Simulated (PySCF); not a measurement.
A species of formula C3H9P has this rotational fingerprint, computed with CAM-B3LYP/def2-SVPD in PySCF (dipole) on a GFN2-xTB geometry, gas phase:

* Rotational constants: A = 5796, B = 5790, C = 3780 MHz
* Dipole components: |μa| = 0.00 D, |μb| = 0.00 D, |μc| = 1.22 D
* Inertial defect: -40.76 u·Å²
* κ: 0.99

Question: Which candidate fits, each taken in the one conformer that was computed?
A. `[CH3:1][CH2:2][PH:3][CH3:4]` with C1–C2–P3–C4 -169°
B. trimethylphosphine (`CP(C)C`)

Answer: B. It is CP(C)C, an oblate symmetric top, point group C3v. The candidates at the same level (rigid rotor, commonest isotopes):

| SMILES | A (MHz) | B (MHz) | C (MHz) | μa (D) | μb (D) | μc (D) | Δ (u·Å²) | point group | rotor |
| --- | --- | --- | --- | --- | --- | --- | --- | --- | --- |
| CCPC | 14192 | 3051 | 2696 | 0.06 | 1.19 | 0.47 | -13.77 | – | near-prolate asymmetric top |
| CP(C)C | 5796 | 5790 | 3780 | 0.00 | 0.00 | 1.22 | -40.76 | C3v | oblate symmetric top |

`CCPC` has A 145 % too high. In the right answer the symmetry axis of this C3v structure is c, so μa and μb vanish by symmetry. No structure here is proved a minimum.
